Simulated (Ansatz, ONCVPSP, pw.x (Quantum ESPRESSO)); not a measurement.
## molybdenum (Mo): does the ONCV potential hold in the solid?

ONCVPSP 4.0.1.1 (patched build) input, shortened (lines: element, Z, core and valence counts, functional; n l f; lmax; l rc ep ncon nbas qcut; lloc lpopt rc5 dvloc0; l nproj debl; icmod fcfact rcfact), LDA (Perdew-Wang 92), scalar-relativistic:

```
  Mo 42.00    6    4  -001012      upf
    1    0    2.00
    2    0    2.00
    2    1    6.00
    3    0    2.00
    3    1    6.00
    3    2   10.00
    4    0    2.00
    4    1    6.00
    4    2    5.00
    5    0    1.00
    2
    0    1.60    0.00    3    8    8.40
    1    1.50    0.00    5    8   10.00
    2    1.85    0.00    4    9    8.40
    4    5    1.05    1.00
    0    2    1.30
    1    2    1.30
    2    3    2.70
    3    1.75    1.65
```

In the p channel the program set the typed energies aside and used -1.418, 0.250 Ha.

Crystal test: sc Mo in pw.x 7.5, no spin, 13³ k-points, Fermi–Dirac smearing 0.01 Ry, cutoffs 100/400 Ry. The reference is all-electron LAPW (Ansatz 0.2.0) with the same functional, mesh and smearing; V0 and B0 come from Birch–Murnaghan fits to the pressures at five volumes. Errors are pseudo minus all-electron; Δ is the rms difference of the E(V) curves that follow from these fits, minima aligned, over ±6 % about the mean V0. Mesh and smearing are coarse, so the numbers serve the comparison and aren't converged zero-temperature values; the lattice is a test structure that the element need not adopt.

| V (Å³/atom) | P all-electron (GPa) | P pseudo (GPa) |
| --- | --- | --- |
| 15.978 | 10.46 | 10.65 |
| 16.399 | 3.97 | 4.13 |
| 16.819 | -1.72 | -1.59 |
| 17.239 | -6.71 | -6.59 |
| 17.660 | -11.07 | -10.97 |

All-electron: a0 = 2.555 Å (V0 = 16.69 Å³/atom), B0 = 220.1 GPa.

Pseudopotential: mean pressure error (GPa): +0.14; a0 (Å): 2.556; a0 error (%): +0.02; B0 error (%): +0.1; Δ (meV/atom): 0.5.

Q: At the middle volume, how do free energy and pressure move when the wave cutoff is lowered (ecutrho kept at four times it)?

A:

| cutoff (Ry) | shift of F (meV/atom) | shift of P (GPa) |
| --- | --- | --- |
| 45 | +2718.2 | -72.64 |
| 60 | +552.1 | -25.42 |
| 80 | +28.8 | -2.64 |

Input at the middle volume:

```
&control
  calculation='scf', prefix='x', pseudo_dir='./', outdir='./tmp', tstress=.true., disk_io='none'
/
&system
  ibrav=0, nat=1, ntyp=1, ecutwfc=100, ecutrho=400, nbnd=15,
  occupations='smearing', smearing='fd', degauss=0.01
/
&electrons
  conv_thr=1e-09, mixing_beta=0.4, electron_maxstep=70
/
ATOMIC_SPECIES
Mo 1.0 Mo.UPF
CELL_PARAMETERS angstrom
  2.56212348 0.00000000 0.00000000
  0.00000000 2.56212348 0.00000000
  0.00000000 0.00000000 2.56212348
ATOMIC_POSITIONS crystal
Mo 0.0000 0.0000 0.0000
K_POINTS automatic
13 13 13 0 0 0
```

```bash
pw.x < Mo.scf.in > Mo.scf.out
```

Lines of the output:

```
Message from routine setup:
     using ibrav=0 with symmetry is DISCOURAGED, use correct ibrav instead
     lattice parameter (alat)  =       4.8417  a.u.
     unit-cell volume          =     113.5002 (a.u.)^3
     number of electrons       =        14.00
     number of Kohn-Sham states=           15
     kinetic-energy cutoff     =     100.0000  Ry
     charge density cutoff     =     400.0000  Ry
     scf convergence threshold =      1.0E-09
     Exchange-correlation= SLA  PW   NOGX NOGC
     number of k points=    84  Fermi-Dirac smearing, width (Ry)=  0.0100
     iteration #  1     ecut=   100.00 Ry     beta= 0.40
     total energy              =    -140.86235401 Ry
     estimated scf accuracy    <       0.08000097 Ry
     iteration #  2     ecut=   100.00 Ry     beta= 0.40
     total energy              =    -140.86901215 Ry
     estimated scf accuracy    <       0.00668008 Ry
     iteration #  3     ecut=   100.00 Ry     beta= 0.40
     total energy              =    -140.86955179 Ry
     estimated scf accuracy    <       0.00084767 Ry
     iteration #  4     ecut=   100.00 Ry     beta= 0.40
     total energy              =    -140.86958202 Ry
     estimated scf accuracy    <       0.00001307 Ry
     iteration #  5     ecut=   100.00 Ry     beta= 0.40
     total energy              =    -140.86958523 Ry
     estimated scf accuracy    <       0.00000036 Ry
     iteration #  6     ecut=   100.00 Ry     beta= 0.40
     total energy              =    -140.86958528 Ry
     estimated scf accuracy    <          5.6E-09 Ry
     iteration #  7     ecut=   100.00 Ry     beta= 0.40
     total energy              =    -140.86958528 Ry
     estimated scf accuracy    <          2.2E-09 Ry
     iteration #  8     ecut=   100.00 Ry     beta= 0.40
     the Fermi energy is    19.1898 ev
!    total energy              =    -140.86958528 Ry
     estimated scf accuracy    <          1.1E-12 Ry
     smearing contrib. (-TS)   =      -0.00353882 Ry
     The total energy is F=E-TS. E is the sum of the following terms:
     one-electron contribution =     -25.73829539 Ry
     hartree contribution      =      20.88977702 Ry
     xc contribution           =     -21.15932436 Ry
     ewald contribution        =    -114.85820374 Ry
     convergence has been achieved in   8 iterations
          total   stress  (Ry/bohr**3)                   (kbar)     P=      -15.86
     Message from routine punch:
     Nothing written, as per user request (disk_io='none')
```

The run at the middle volume (84 k-points, 8 iterations) took about 30 s on one core of a shared host (Neoverse-N1, 64 threads, 124 GiB, load 59).
